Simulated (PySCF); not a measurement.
# SiH2OF (SMILES O[SiH]F) at USVWN5/STO-3G

Aim: the energy change on altering one bond length of SiH2OF at USVWN5/STO-3G, from 2 runs. Input form: a Python script.

The results are computed with PySCF 2.14.0.

12 further runs of the same task are left out: 1 that didn't finish, 11 set aside as unsound or not needed.

### Step 1. The molecule

SiH2OF has 5 atoms, charge 0, and is taken as a doublet. SMILES: `O[SiH]F`. The coordinates come from a PBE0-D4/def2-TZVP relaxation. This is one conformer, not always the lowest.

Bond lengths: O1–Si2 1.636 Å, Si2–F3 1.603 Å, O1–H4 0.959 Å, Si2–H5 1.490 Å. Angles: O1–Si2–F3 110.5°, O1–Si2–H5 105.3°, F3–Si2–H5 107.6°, Si2–O1–H4 119.2°.

### Step 2. A single-point energy at USVWN5/STO-3G

calc.py reads:

```python
from pyscf import gto, dft

system = gto.Mole()
system.atom = '''
O   -0.615200  -0.884600  -0.276300
Si   0.283900   0.245700   0.493100
F    0.207000   1.646500  -0.283100
H   -1.564500  -0.765100  -0.338000
H    1.688800  -0.242600   0.404400
'''
system.spin = 1
system.verbose = 3
system.max_memory = 1860
system.basis = 'sto-3g'
system.build()

mf = dft.UKS(system)
mf.xc = 'svwn'
mf.conv_tol = 1e-10
mf.grids.level = 5
mf.kernel()
if not mf.converged:
    mf = mf.newton().run(mf.mo_coeff, mf.mo_occ)

e_tot = mf.e_tot
print('E = %.10f Eh' % e_tot)
```

Run with:

```sh
$ OMP_NUM_THREADS=1 python calc.py
```

Log:

```text
converged SCF energy = -457.453318242804  <S^2> = 0.7502802  2S+1 = 2.0002802
E = -457.4533182428 Eh
```

Wall time 3.3 s (1 thread of Arm Neoverse V1, shared host); peak memory 0.14 GiB.

### Step 3. The distorted shape at the same level

start.xyz reads:

```xyz
5
FH2OSi
O     -1.317674    -0.640442    -0.231948
Si    -0.418574     0.489858     0.537452
F     -0.495474     1.890658    -0.238748
H     -2.266974    -0.520942    -0.293648
H      1.688800    -0.242600     0.404400
```

job.py reads:

```python
from pyscf import gto, dft

mol = gto.M(
    atom='start.xyz',
    basis='sto-3g',
    spin=1,
    verbose=3,
    max_memory=1860,
)

mf = dft.UKS(mol)
mf.xc = 'svwn'
mf.conv_tol = 1e-10
mf.grids.level = 5
mf.kernel()
if not mf.converged:
    mf = mf.newton().run(mf.mo_coeff, mf.mo_occ)

e_tot = mf.e_tot
print('E(%s) = %.9f' % ('SVWN5', e_tot))
```

Run with:

```sh
$ OMP_NUM_THREADS=1 python job.py
```

Log:

```text
converged SCF energy = -457.371488536433  <S^2> = 0.76457723  2S+1 = 2.0145245
E(SVWN5) = -457.371488536
```

Wall time 3.6 s (1 thread of Arm Neoverse V1, shared host); peak memory 0.14 GiB.

### Step 4. Outcome

Level: USVWN5/STO-3G.

| quantity | value |
| --- | --- |
| first shape: total energy | -457.45332 Eh |
| first shape: dipole moment | 1.35 D |
| first shape: HOMO energy (highest over α and β) | -0.10 eV |
| first shape: LUMO energy (lowest over α and β) | 0.92 eV |
| first shape: ⟨S²⟩ | 0.750 |
| distorted shape: total energy | -457.37149 Eh |
| distorted shape: dipole moment | 2.47 D |
| distorted shape: HOMO energy (highest over α and β) | -0.82 eV |
| distorted shape: LUMO energy (lowest over α and β) | 0.39 eV |
| distorted shape: ⟨S²⟩ | 0.765 |
| energy change with the Si2–H5 bond stretched from 1.490 to 2.235 Å | 2.227 eV |

With the Si2–H5 bond stretched from 1.490 to 2.235 Å the energy rises by 2.23 eV (215 kJ/mol). The first shape isn't relaxed at this level, so the change isn't measured from a minimum. The minimal basis adds a large error of its own.
